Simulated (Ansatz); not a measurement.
Input file:

```yaml
crystal:
  periodic: [false, false, false]
  atoms:
    - {symbol: Si, position_ang: [0.000090, -0.000062, -0.043737]}
    - {symbol: H, position_ang: [1.415348, 0.014593, 0.409118]}
    - {symbol: H, position_ang: [-0.721058, 1.220018, 0.403029]}
    - {symbol: H, position_ang: [-0.696788, -1.232882, 0.406559]}
basis:
  gaussian: {orbitals: def2-TZVP}
magnetization: {spin_polarized: true, initial_magnetization: 3}
hamiltonian: {xc: {name: PBE}}
correlation: {method: ccsd_t, electrons: valence}
scf: {lower_state_search: full}
```

```sh
$ ansatz run in.yaml --threads 1 --pin off --events-out ev --progress --plain --max-ram 2393MiB
```

Roughly how long does this take on 1 thread of Intel Xeon Platinum 8488C, shared host, and how much host memory?

22 s wall and 0.16 GiB.

```
364 factors; integrals over basis functions are off by at most 1.2e-3 eV
mean field evaluation 1: about -7911.0645 eV, gradient 1.1e1 eV
mean field evaluation 2: about -7911.0597 eV, gradient 1.1e1 eV
mean field evaluation 4: about -7911.5159 eV, gradient 9.1e0 eV
mean field evaluation 8: about -7911.8209 eV, gradient 6.5e0 eV
mean field evaluation 16: about -7912.3912 eV, gradient 2.4e0 eV
mean field evaluation 32: about -7912.2481 eV, gradient 1.4e0 eV
mean field evaluation 64: about -7912.2206 eV, gradient 1.5e-2 eV
mean field evaluation 96: about -7910.8669 eV, gradient 1.0e1 eV
mean field evaluation 128: about -7911.9719 eV, gradient 4.4e-1 eV
mean field evaluation 160: about -7912.2701 eV, gradient 8.6e-1 eV
...
cycle   6  -3.89320172 eV  change   -3.9e-4 eV  update   1.0e-3
cycle   7  -3.89338294 eV  change   -1.8e-4 eV  update   6.4e-4
cycle   8  -3.89327254 eV  change    1.1e-4 eV  update   3.9e-4
cycle   9  -3.89321298 eV  change    6.0e-5 eV  update   2.4e-4
cycle  10  -3.89325275 eV  change   -4.0e-5 eV  update   1.8e-4
cycle  11  -3.89320556 eV  change    4.7e-5 eV  update   1.4e-4
cycle  12  -3.89319659 eV  change    9.0e-6 eV  update   8.1e-5
cycle  13  -3.89320113 eV  change   -4.5e-6 eV  update   3.1e-5
cycle  14  -3.89321568 eV  change   -1.5e-5 eV  update   1.2e-5
cycle  15  -3.89321657 eV  change   -8.9e-7 eV  update   4.9e-6
perturbative correction -0.15463770 eV, -0.0056828307 hartree
Total energy: -7903.59470268 eV, -290.4517480746 hartree
```
